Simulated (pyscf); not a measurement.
7 gas-phase steps of one pattern: four-centre exchange on the singlet surface, Ge–O + H–H or Ge–Se + H–H or H–H + O–Si or H–H + Se–Si broken and Ge–H + H–O or Ge–H + H–Se or H–O + H–Si or H–Se + H–Si formed. Structures and frequencies: ωB97X-D3(BJ)/def2-SVP in PySCF. Electronic energies in kcal/mol, from the separated reactants; ΔE‡ at ωB97M-D3(BJ)/def2-TZVP, beside the barrier at PBE/def2-TZVP on the same structures. Rows were drawn at random from the steps of this pattern with a verified saddle, stable references and no exit in the data more than 5 kcal/mol lower.

| row | step | ΔE‡(PBE) | ΔE‡ |
|---|---|---|---|
| 1 | HO–GeH₂–PH₂ (SMILES [OH][GeH2][PH2]) + H₂ (SMILES [H][H]) → H₂P–GeH₃ (SMILES [PH2][GeH3]) + H₂O (SMILES O) | 39.5 | 45.5 |
| 2 | HO–GeH₂–Cl (SMILES [OH][GeH2][Cl]) + H₂ (SMILES [H][H]) -> Cl–GeH₃ (SMILES [Cl][GeH3]) + H₂O (SMILES O) | 38.3 | 43.5 |
| 3 | H₃Ge–SeH (SMILES [GeH3][SeH]) + H₂ (SMILES [H][H]) → H₂Se (SMILES [SeH2]) + GeH₄ (SMILES [GeH4]) | 51.4 | 60.3 |
| 4 | H₃Si–SeH (SMILES [SiH3][SeH]) + H₂ (SMILES [H][H]) → H₂Se (SMILES [SeH2]) + SiH₄ (SMILES [SiH4]) | 48.5 | 56.9 |
| 5 | HO–SiH₂–PH₂ (SMILES O[SiH2]P) + H₂ (SMILES [H][H]) → H₃Si–PH₂ (SMILES [SiH3]P) + H₂O (SMILES O) | 44.7 | ? |
| 6 | HO–SiH₂–F (SMILES O[SiH2]F) + H₂ (SMILES [H][H]) -> F–SiH₃ (SMILES F[SiH3]) + H₂O (SMILES O) | 45.6 | 51.2 |
| 7 | HO–SiH₂–O–Si(Cl)(Cl)–Cl (SMILES O[SiH2]O[Si](Cl)(Cl)Cl) + H₂ (SMILES [H][H]) → HO–Si(Cl)(Cl)–Cl (SMILES O[Si](Cl)(Cl)Cl) + HO–SiH₃ (SMILES O[SiH3]) | 52.1 | 59.7 |

Q: From a straight line through the complete rows, estimate the missing barrier and say how far the line can be trusted.

A: Over the 6 complete rows the means are +45.9 (ΔE‡(PBE)) and 52.9 (ΔE‡); least squares gives b = 1.22 and a = -3.1 kcal/mol, with residuals of 0.8 kcal/mol (root mean square; largest 1.3, row 6). For row 5: -3.1 + 1.22 × (+44.7) = 51.4 kcal/mol. The computed barrier is 50.5 kcal/mol, 0.9 under the line. The line follows the complete rows closely. Each barrier is that of the saddle found. Elements up to Kr have no core potential and no relativistic terms here.
